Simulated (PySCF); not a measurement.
**MgF: from constants to spectrum**

UHF-CCSD(T) constants of MgF, ²Σ⁺ (doublet), unpaired electrons σ ↑ (Mg x2c-TZVPPall, F x2c-TZVPPall; spin-free X2C with a Gaussian nucleus (PySCF 2.14); masses 23.9850 and 18.9984 u):

```
ωe              : 703.3 cm⁻¹
ωexe            : 3.79 cm⁻¹
Be              : 0.51085 cm⁻¹
αe              : 0.00451 cm⁻¹
D (centrifugal) : 1.08e-06 cm⁻¹
De to Mg + F    : 4.29 eV
```

Problem. Give the vibrational terms G(v) and spacings up to v = 6.

Solution. G(v) = ωe(v+½) − ωexe(v+½)².

```tsv
v	G(v) (cm⁻¹)	G(v) − G(v−1)	Bv (cm⁻¹)
0	350.7		0.5086
1	1046.4	695.7	0.5041
2	1734.6	688.1	0.4996
3	2415.1	680.6	0.4951
4	3088.1	673.0	0.4906
5	3753.5	665.4	0.4860
6	4411.3	657.8	0.4815
```

Problem. How well does the Morse estimate ωe²/(4ωexe) reproduce De, and what is D0?

Solution. It gives 4.05 eV, 94 % of the computed De. D0 = De − G(0) = 4.29 − 0.04 = 4.25 eV.

Correlated steps freeze 2 core orbitals. The state was picked by a PBE0 search and need not be the measured ground state.
